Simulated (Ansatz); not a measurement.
# C2H2Cl2: the cost of one run

Program: Ansatz 0.2.0. Level of theory: the levels named in each step. These are calculated values, not measurements.

## 1. The system as given

Bond lengths: C1–C2 1.194 Å, Cl3–Cl4 2.011 Å, C1–H5 1.050 Å, C2–H6 1.050 Å. Angles: C1–C2–H6 179.7°, C2–C1–H5 179.6°.

As a file:

```xyz
6

C     2.2084   -0.0746    0.9580
C     2.8743   -0.8940    0.4004
Cl   -1.2981    0.6039    0.5852
Cl   -0.5682   -0.2482   -1.0841
H     1.6174    0.6426    1.4472
H     3.4639   -1.6136   -0.0869
```

## 2. A rough first relaxation, PBE-D4/def2-SVP

Contents of input.yaml:

```yaml
crystal:
  periodic: [false, false, false]
  atoms:
    - { symbol: C, position_ang: [2.20842, -0.07455, 0.95802] }
    - { symbol: C, position_ang: [2.87426, -0.89402, 0.4004] }
    - { symbol: Cl, position_ang: [-1.29813, 0.60389, 0.58523] }
    - { symbol: Cl, position_ang: [-0.56823, -0.24815, -1.08411] }
    - { symbol: H, position_ang: [1.6174, 0.64261, 1.44724] }
    - { symbol: H, position_ang: [3.46388, -1.61361, -0.0869] }
basis:
  gaussian: { orbitals: def2-SVP }
hamiltonian:
  xc: pbe
  dispersion: d4
relax:
  f_tol: 0.03
  max_steps: 200
```

The run is started by

```console
$ ansatz run input.yaml --threads 4 --pin off --max-ram 10240MiB --backend cpu --events-out ev --progress --plain --runs-dir out
```

Q: Estimate wall time and peak memory on 4 threads of Arm Neoverse N1, shared host.

About 10 s, with a peak of 0.13 GiB.
